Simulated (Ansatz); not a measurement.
# H₂Cl (doublet): RPA-PBE over a scan of the distance Cl1–H2 along a hydrogen transfer, cc-pVDZ

Aim: run H₂Cl (doublet) with these functionals over a scan of the distance Cl1–H2 along a hydrogen transfer, and hold them against the top wave-function level at the same points.

Program: Ansatz 0.2.0, Gaussian basis. Level of theory: cc-pVDZ, all electrons in the functionals, frozen cores in the correlation of double hybrids and RPA. These are calculated values, not measurements.

The runs, in order: RPA-PBE, at 1.189 Å; 1.279 Å; 1.320 Å; 1.362 Å; 1.403 Å; 1.445 Å; 1.486 Å; 1.528 Å; 1.569 Å.

## Step 1: The system

The geometry derives from fragments relaxed apart (PBE0/def2-TZVP) and kept rigid, so it is no stationary point. A hydrogen atom is moved between rigid fragments.

3 atoms, charge 0, spin multiplicity 2.

Atoms are counted from 1 here; the program's logs count them from 0.

Bond lengths: Cl1–H2 1.279 Å.

Coordinates:

```xyz
3
ClH2
Cl    0.00000    0.00000   -1.19760
H     0.00000    0.00000    0.08120
H     0.00000    0.00000    1.11640
```

No dispersion term is added.

The geometry shown and the zero of energy belong to the point 1.279 Å. The yardstick, FCI, and other wave-function levels (R restricted, U unrestricted, valence and pair active spaces) come from earlier runs.

## Step 2: RPA-PBE, 1.189 Å

Contents of in.yaml:

```yaml
crystal:
  periodic: [false, false, false]
  atoms:
    - {symbol: Cl, position_ang: [0.000000, 0.000000, -1.167667]}
    - {symbol: H, position_ang: [0.000000, 0.000000, 0.021333]}
    - {symbol: H, position_ang: [0.000000, 0.000000, 1.146333]}
basis:
  gaussian: {orbitals: cc-pVDZ}
magnetization: {spin_polarized: true, initial_magnetization: 1}
hamiltonian: {xc: {name: PBE}}
correlation: {method: rpa, electrons: outside_noble_gas}
```

Command:

```
$ ansatz run in.yaml --threads 1 --pin off --events-out ev --progress --plain --max-ram 4096MiB --backend cpu
```

The log of the run:

```text
Functional definition: PBE
  name "PBE"
  cite "Perdew, Burke & Ernzerhof, Phys. Rev. Lett. 77, 3865 (1996) doi:10.1103/PhysRevLett.77.3865"
  parent pbe
  parameter kappa = 0.804
  parameter beta = 0.06672455060314922
  exchange = pbe_x(kappa = kappa, mu = beta*pi^2/3)
  correlation = pbe_c(beta = beta)
282 factors; integrals over basis functions are off by at most 9.8e-4 eV
mean field evaluation 1: about -12546.5627 eV, gradient 7.5e0 eV
mean field evaluation 2: about -12546.5623 eV, gradient 7.5e0 eV
mean field evaluation 4: about -12546.9471 eV, gradient 6.1e-1 eV
mean field evaluation 8: about -12546.9497 eV, gradient 7.4e-3 eV
mean field -12546.94967319 eV, -461.0918958617 hartree, gradient 1.9e-6 eV, S^2 0.751674; 0 other end points of the search recorded, 0 dependent functions left out
5 core orbitals not correlated: weight in the atoms' cores, before any rotation towards them, 1.000 or more for the frozen orbitals, at most 0.000 for the correlated occupied ones
reference -12532.13672379 eV, -460.5475300119 hartree; 5, 4 occupied and 18, 19 virtual orbitals, 282 factors
Total energy: -12539.28576729 eV, -460.8102525146 hartree
```

It took 0.42 s on 1 thread of AMD EPYC 7R13, shared host.

From the report: ⟨S²⟩ of the determinant 0.752 (pure doublet: 0.75).

## Step 3: RPA-PBE, 1.279 Å

Contents of in.yaml:

```yaml
crystal:
  periodic: [false, false, false]
  atoms:
    - {symbol: Cl, position_ang: [0.000000, 0.000000, -1.197600]}
    - {symbol: H, position_ang: [0.000000, 0.000000, 0.081200]}
    - {symbol: H, position_ang: [0.000000, 0.000000, 1.116400]}
basis:
  gaussian: {orbitals: cc-pVDZ}
magnetization: {spin_polarized: true, initial_magnetization: 1}
hamiltonian: {xc: {name: PBE}}
correlation: {method: rpa, electrons: outside_noble_gas}
```

Launched as before.

The log of the run (excerpt; [...] marks lines left out):

```text
Functional definition: PBE
  name "PBE"
  cite "Perdew, Burke & Ernzerhof, Phys. Rev. Lett. 77, 3865 (1996) doi:10.1103/PhysRevLett.77.3865"
  parent pbe
[...]
282 factors; integrals over basis functions are off by at most 1.1e-3 eV
[...]
mean field -12547.30574580 eV, -461.1049812887 hartree, gradient 1.4e-6 eV, S^2 0.752617; 0 other end points of the search recorded, 0 dependent functions left out
5 core orbitals not correlated: weight in the atoms' cores, before any rotation towards them, 1.000 or more for the frozen orbitals, at most 0.000 for the correlated occupied ones
reference -12532.30204480 eV, -460.5536054470 hartree; 5, 4 occupied and 18, 19 virtual orbitals, 282 factors
Total energy: -12539.59879195 eV, -460.8217559590 hartree
```

Run time: 0.39 s. Hardware: 1 thread of AMD EPYC 7R13, shared host.

From the report: ⟨S²⟩ of the determinant 0.753 (pure doublet: 0.75).

## Step 4: RPA-PBE, 1.320 Å

Contents of in.yaml:

```yaml
crystal:
  periodic: [false, false, false]
  atoms:
    - {symbol: Cl, position_ang: [0.000000, 0.000000, -1.211333]}
    - {symbol: H, position_ang: [0.000000, 0.000000, 0.108667]}
    - {symbol: H, position_ang: [0.000000, 0.000000, 1.102667]}
basis:
  gaussian: {orbitals: cc-pVDZ}
magnetization: {spin_polarized: true, initial_magnetization: 1}
hamiltonian: {xc: {name: PBE}}
correlation: {method: rpa, electrons: outside_noble_gas}
```

Same command.

The log of the run (excerpt; [...] marks lines left out):

```text
Functional definition: PBE
  name "PBE"
  cite "Perdew, Burke & Ernzerhof, Phys. Rev. Lett. 77, 3865 (1996) doi:10.1103/PhysRevLett.77.3865"
  parent pbe
[...]
282 factors; integrals over basis functions are off by at most 1.2e-3 eV
[...]
mean field -12547.39364812 eV, -461.1082116394 hartree, gradient 1.5e-6 eV, S^2 0.753057; 0 other end points of the search recorded, 0 dependent functions left out
5 core orbitals not correlated: weight in the atoms' cores, before any rotation towards them, 1.000 or more for the frozen orbitals, at most 0.000 for the correlated occupied ones
reference -12532.31590471 eV, -460.5541147891 hartree; 5, 4 occupied and 18, 19 virtual orbitals, 282 factors
Total energy: -12539.67672616 eV, -460.8246199881 hartree
```

It took 0.39 s on 1 thread of AMD EPYC 7R13, shared host.

From the report: ⟨S²⟩ of the determinant 0.753 (pure doublet: 0.75).

From 1.279 Å: -1.8 kcal/mol.

## Step 5: RPA-PBE, 1.362 Å

Contents of in.yaml:

```yaml
crystal:
  periodic: [false, false, false]
  atoms:
    - {symbol: Cl, position_ang: [0.000000, 0.000000, -1.225333]}
    - {symbol: H, position_ang: [0.000000, 0.000000, 0.136667]}
    - {symbol: H, position_ang: [0.000000, 0.000000, 1.088667]}
basis:
  gaussian: {orbitals: cc-pVDZ}
magnetization: {spin_polarized: true, initial_magnetization: 1}
hamiltonian: {xc: {name: PBE}}
correlation: {method: rpa, electrons: outside_noble_gas}
```

The command is unchanged.

The log of the run (excerpt; [...] marks lines left out):

```text
Functional definition: PBE
  name "PBE"
  cite "Perdew, Burke & Ernzerhof, Phys. Rev. Lett. 77, 3865 (1996) doi:10.1103/PhysRevLett.77.3865"
  parent pbe
[...]
280 factors; integrals over basis functions are off by at most 1.4e-3 eV
[...]
mean field -12547.45243298 eV, -461.1103719432 hartree, gradient 1.8e-6 eV, S^2 0.753423; 0 other end points of the search recorded, 0 dependent functions left out
5 core orbitals not correlated: weight in the atoms' cores, before any rotation towards them, 1.000 or more for the frozen orbitals, at most 0.000 for the correlated occupied ones
reference -12532.31698556 eV, -460.5541545098 hartree; 5, 4 occupied and 18, 19 virtual orbitals, 280 factors
Total energy: -12539.73470567 eV, -460.8267506957 hartree
```

It took 0.39 s on 1 thread of AMD EPYC 7R13, shared host.

From the report: ⟨S²⟩ of the determinant 0.753 (pure doublet: 0.75).

From 1.279 Å: -3.1 kcal/mol.

## Step 6: RPA-PBE, 1.403 Å

Contents of in.yaml:

```yaml
crystal:
  periodic: [false, false, false]
  atoms:
    - {symbol: Cl, position_ang: [0.000000, 0.000000, -1.239000]}
    - {symbol: H, position_ang: [0.000000, 0.000000, 0.164000]}
    - {symbol: H, position_ang: [0.000000, 0.000000, 1.075000]}
basis:
  gaussian: {orbitals: cc-pVDZ}
magnetization: {spin_polarized: true, initial_magnetization: 1}
hamiltonian: {xc: {name: PBE}}
correlation: {method: rpa, electrons: outside_noble_gas}
```

Launched as before.

The log of the run (excerpt; [...] marks lines left out):

```text
Functional definition: PBE
  name "PBE"
  cite "Perdew, Burke & Ernzerhof, Phys. Rev. Lett. 77, 3865 (1996) doi:10.1103/PhysRevLett.77.3865"
  parent pbe
[...]
280 factors; integrals over basis functions are off by at most 1.5e-3 eV
[...]
mean field -12547.48709374 eV, -461.1116457027 hartree, gradient 2.4e-6 eV, S^2 0.753640; 3 other end points of the search recorded, 0 dependent functions left out
5 core orbitals not correlated: weight in the atoms' cores, before any rotation towards them, 1.000 or more for the frozen orbitals, at most 0.000 for the correlated occupied ones
reference -12532.31817639 eV, -460.5541982721 hartree; 5, 4 occupied and 18, 19 virtual orbitals, 280 factors
Total energy: -12539.77885685 eV, -460.8283732217 hartree
```

It took 0.79 s on 1 thread of AMD EPYC 7R13, shared host.

From the report: ⟨S²⟩ of the determinant 0.754 (pure doublet: 0.75).

From 1.279 Å: -4.2 kcal/mol.

## Step 7: RPA-PBE, 1.445 Å

Contents of in.yaml:

```yaml
crystal:
  periodic: [false, false, false]
  atoms:
    - {symbol: Cl, position_ang: [0.000000, 0.000000, -1.253000]}
    - {symbol: H, position_ang: [0.000000, 0.000000, 0.192000]}
    - {symbol: H, position_ang: [0.000000, 0.000000, 1.061000]}
basis:
  gaussian: {orbitals: cc-pVDZ}
magnetization: {spin_polarized: true, initial_magnetization: 1}
hamiltonian: {xc: {name: PBE}}
correlation: {method: rpa, electrons: outside_noble_gas}
```

Launched as before.

The log of the run (excerpt; [...] marks lines left out):

```text
Functional definition: PBE
  name "PBE"
  cite "Perdew, Burke & Ernzerhof, Phys. Rev. Lett. 77, 3865 (1996) doi:10.1103/PhysRevLett.77.3865"
  parent pbe
[...]
280 factors; integrals over basis functions are off by at most 1.3e-3 eV
[...]
mean field -12547.50239579 eV, -461.1122080426 hartree, gradient 2.8e-6 eV, S^2 0.753679; 0 other end points of the search recorded, 0 dependent functions left out
5 core orbitals not correlated: weight in the atoms' cores, before any rotation towards them, 1.000 or more for the frozen orbitals, at most 0.000 for the correlated occupied ones
reference -12532.32625447 eV, -460.5544951358 hartree; 5, 4 occupied and 18, 19 virtual orbitals, 280 factors
Total energy: -12539.81452585 eV, -460.8296840335 hartree
```

Wall time 0.43 s (1 thread of AMD EPYC 7R13, shared host).

From the report: ⟨S²⟩ of the determinant 0.754 (pure doublet: 0.75).

From 1.279 Å: -5.0 kcal/mol.

## Step 8: RPA-PBE, 1.486 Å

Contents of in.yaml:

```yaml
crystal:
  periodic: [false, false, false]
  atoms:
    - {symbol: Cl, position_ang: [0.000000, 0.000000, -1.266667]}
    - {symbol: H, position_ang: [0.000000, 0.000000, 0.219333]}
    - {symbol: H, position_ang: [0.000000, 0.000000, 1.047333]}
basis:
  gaussian: {orbitals: cc-pVDZ}
magnetization: {spin_polarized: true, initial_magnetization: 1}
hamiltonian: {xc: {name: PBE}}
correlation: {method: rpa, electrons: outside_noble_gas}
```

Same command.

The log of the run (excerpt; [...] marks lines left out):

```text
Functional definition: PBE
  name "PBE"
  cite "Perdew, Burke & Ernzerhof, Phys. Rev. Lett. 77, 3865 (1996) doi:10.1103/PhysRevLett.77.3865"
  parent pbe
[...]
280 factors; integrals over basis functions are off by at most 1.1e-3 eV
[...]
mean field -12547.49612981 eV, -461.1119777720 hartree, gradient 3.1e-6 eV, S^2 0.753543; 0 other end points of the search recorded, 0 dependent functions left out
5 core orbitals not correlated: weight in the atoms' cores, before any rotation towards them, 1.000 or more for the frozen orbitals, at most 0.000 for the correlated occupied ones
reference -12532.34016699 eV, -460.5550064117 hartree; 5, 4 occupied and 18, 19 virtual orbitals, 280 factors
Total energy: -12539.83765606 eV, -460.8305340529 hartree
```

Wall time 0.42 s (1 thread of AMD EPYC 7R13, shared host).

From the report: ⟨S²⟩ of the determinant 0.754 (pure doublet: 0.75).

From 1.279 Å: -5.5 kcal/mol.

## Step 9: RPA-PBE, 1.528 Å

Contents of in.yaml:

```yaml
crystal:
  periodic: [false, false, false]
  atoms:
    - {symbol: Cl, position_ang: [0.000000, 0.000000, -1.280667]}
    - {symbol: H, position_ang: [0.000000, 0.000000, 0.247333]}
    - {symbol: H, position_ang: [0.000000, 0.000000, 1.033333]}
basis:
  gaussian: {orbitals: cc-pVDZ}
magnetization: {spin_polarized: true, initial_magnetization: 1}
hamiltonian: {xc: {name: PBE}}
correlation: {method: rpa, electrons: outside_noble_gas}
```

Same command.

The log of the run (excerpt; [...] marks lines left out):

```text
Functional definition: PBE
  name "PBE"
  cite "Perdew, Burke & Ernzerhof, Phys. Rev. Lett. 77, 3865 (1996) doi:10.1103/PhysRevLett.77.3865"
  parent pbe
[...]
280 factors; integrals over basis functions are off by at most 1.1e-3 eV
[...]
mean field -12547.46177242 eV, -461.1107151613 hartree, gradient 3.5e-6 eV, S^2 0.753269; 0 other end points of the search recorded, 0 dependent functions left out
5 core orbitals not correlated: weight in the atoms' cores, before any rotation towards them, 1.000 or more for the frozen orbitals, at most 0.000 for the correlated occupied ones
reference -12532.35240126 eV, -460.5554560128 hartree; 5, 4 occupied and 18, 19 virtual orbitals, 280 factors
Total energy: -12539.84146258 eV, -460.8306739401 hartree
```

Run time: 0.42 s. Hardware: 1 thread of AMD EPYC 7R13, shared host.

From the report: ⟨S²⟩ of the determinant 0.753 (pure doublet: 0.75).

From 1.279 Å: -5.6 kcal/mol.

## Step 10: RPA-PBE, 1.569 Å

Contents of in.yaml:

```yaml
crystal:
  periodic: [false, false, false]
  atoms:
    - {symbol: Cl, position_ang: [0.000000, 0.000000, -1.294333]}
    - {symbol: H, position_ang: [0.000000, 0.000000, 0.274667]}
    - {symbol: H, position_ang: [0.000000, 0.000000, 1.019667]}
basis:
  gaussian: {orbitals: cc-pVDZ}
magnetization: {spin_polarized: true, initial_magnetization: 1}
hamiltonian: {xc: {name: PBE}}
correlation: {method: rpa, electrons: outside_noble_gas}
```

The command is unchanged.

The log of the run (excerpt; [...] marks lines left out):

```text
Functional definition: PBE
  name "PBE"
  cite "Perdew, Burke & Ernzerhof, Phys. Rev. Lett. 77, 3865 (1996) doi:10.1103/PhysRevLett.77.3865"
  parent pbe
[...]
280 factors; integrals over basis functions are off by at most 1.2e-3 eV
[...]
mean field -12547.39032023 eV, -461.1080893418 hartree, gradient 2.4e-6 eV, S^2 0.752933; 2 other end points of the search recorded, 0 dependent functions left out
5 core orbitals not correlated: weight in the atoms' cores, before any rotation towards them, 1.000 or more for the frozen orbitals, at most 0.000 for the correlated occupied ones
reference -12532.34778940 eV, -460.5552865301 hartree; 5, 4 occupied and 18, 19 virtual orbitals, 280 factors
Total energy: -12539.81310473 eV, -460.8296318081 hartree
```

Run time: 0.45 s. Hardware: 1 thread of AMD EPYC 7R13, shared host.

From the report: ⟨S²⟩ of the determinant 0.753 (pure doublet: 0.75).

From 1.279 Å: -4.9 kcal/mol.

## Step 11: Against the wave-function levels

The yardstick is full CI for this spin, exact in this basis with these frozen cores. It comes from earlier runs at the same points. Energies in kcal/mol, counted from 1.279 Å; blanks weren't run or aren't comparable.

```
  level  1.189 Å  1.279 Å  1.320 Å  1.362 Å  1.403 Å  1.445 Å  1.486 Å  1.528 Å  1.569 Å
    FCI      6.3      0.0     -1.3     -2.1     -2.6     -3.0     -3.2     -3.1     -2.4
RPA-PBE      7.2      0.0     -1.8     -3.1     -4.2     -5.0     -5.5     -5.6     -4.9
```

Largest miss and mean time a point (FCI took 74 s a point; shared hosts):

```
  level  largest miss (kcal/mol)    where  time a point
RPA-PBE                     -2.6  1.569 Å        0.46 s
```

## Step 12: Summary of results

| quantity | value |
| --- | --- |
| span of the FCI curve | 9.5 kcal/mol |
| largest miss, RPA-PBE | -2.6 kcal/mol (1.569 Å) |

RPA-PBE strays by up to 2.6 kcal/mol, at 1.569 Å. Functionals and the yardstick converge differently with the basis, so part of each miss in cc-pVDZ is the basis.
